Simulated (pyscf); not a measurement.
Elementary routes open to F–SiH₃ + HO–SiH₃ in the gas phase (singlet surface):
A. H₃Si–O–SiH₃ + HF (F–Si, H–O broken; O–Si, F–H formed)
B. F–SiH₂–O–SiH₃ + H₂ (H–Si, H–O broken; O–Si, H–H formed)

Single points on ωB97X-D3(BJ)/def2-SVP structures (PySCF, gas phase).

Problem. Rank the routes by free-energy barrier at 298 K, lowest first, for ωB97M-D3(BJ)/def2-TZVP energies (ideal gas, 1 atm, RRHO with modes under 100 cm⁻¹ raised to 100, one conformer, R ln 2 for chiral ones without a mode under 150 cm⁻¹).

Solution. A (34.6 kcal/mol), B (36.4 kcal/mol)

Route A is the fastest of these, ahead of the next by 1.8 kcal/mol. The most stable products are those of B (ΔG = -26.2 kcal/mol), whose barrier is 1.8 kcal/mol higher: the kinetic and the thermodynamic product differ. At 1200 K A is still the fastest. A: On the reactant side the descent ends in a complex (not fully relaxed), 4.1 kcal/mol under the separated species and 27.5 kcal/mol under the saddle at ωB97X-D3(BJ)/def2-TZVP. On the product side the descent ends in a complex, 5.9 kcal/mol under the separated species and 24.3 kcal/mol under the saddle at ωB97X-D3(BJ)/def2-TZVP. Only these routes are compared; each barrier is that of the saddle found, and lower ones may exist.
